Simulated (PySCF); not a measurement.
Coordinates in bohr (charge 1 multiplicity 1):
```
P     0.0000    0.0000    0.0000
H     0.0000    2.1616   -1.5285
H     0.0000   -2.1616   -1.5285
H     2.1616    0.0000    1.5285
H    -2.1616    0.0000    1.5285
```

Level of theory: PBE0 in PySCF with P def2-TZVP, H def2-TZVP; no relativity; density-fitted integrals.

This geometry of [PH4]+ is a stationary point at this level.

Question: What is the point group?

Answer: Td.

Question: Is it a minimum?

Answer: Yes: all harmonic wavenumbers are real.

Question: Which band is strongest in the infrared?

Answer: 2558 cm⁻¹ (t2), 111 km/mol.

Question: Give the atomic charges and bond orders.

Answer: 
| atom | Mulliken | Löwdin | polar tensor | Mayer order to P1 |
| --- | --- | --- | --- | --- |
| P1 | 0.16 | 0.69 | 0.78 | – |
| H2,3,4,5 | 0.21 | 0.08 | 0.05 | 0.92 |

Only a few start shapes were tried, so a lower isomer may exist.
